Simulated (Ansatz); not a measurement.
C3H7NO, SMILES `NCCC=O`. The species carries charge 0 and has multiplicity 1.

Cartesian coordinates in Å:
```
N -1.4749 1.0012 0.6296
C -0.7343 -0.1276 0.0943
C 0.7373 0.2345 -0.0530
C 1.5700 -0.9607 -0.3987
O 2.2755 -1.0554 -1.3648
H -1.4538 1.7776 -0.0209
H -2.4479 0.7576 0.7645
H -1.1102 -0.4920 -0.8743
H -0.8290 -0.9591 0.8009
H 0.8886 1.0042 -0.8137
H 1.0857 0.6245 0.9116
H 1.4928 -1.8048 0.3245
```

List the harmonic frequencies (cm⁻¹, unscaled) at PBE0-D4/def2-TZVP in Ansatz. (An estimate is asked.)

Computed: 65, 102, 231, 278, 410, 524, 783, 828, 884, 985, 1057, 1111, 1127, 1195, 1241, 1318, 1335, 1421, 1426, 1458, 1511, 1660, 1844, 2876, 2978, 3042, 3060, 3115, 3525, 3607.

Is this a minimum?

Yes, all 30 modes are real.

Give the ideal-gas thermochemistry at 298.15 K and 1 bar (rigid rotor, harmonic oscillator; point group C1, symmetry number 1).

Zero-point energy 269.1 kJ/mol; H(298) − E = 288.0 kJ/mol; entropy 326.5 J/(mol·K), of which translation 162.4, rotation 106.8, vibration 57.3; G(298) − E = 190.7 kJ/mol. Modes under 100 cm⁻¹ are hindered rotations or soft bends, so the harmonic entropy is rough.

Rotational constants (cm⁻¹)?

0.7455, 0.07303, 0.07135.
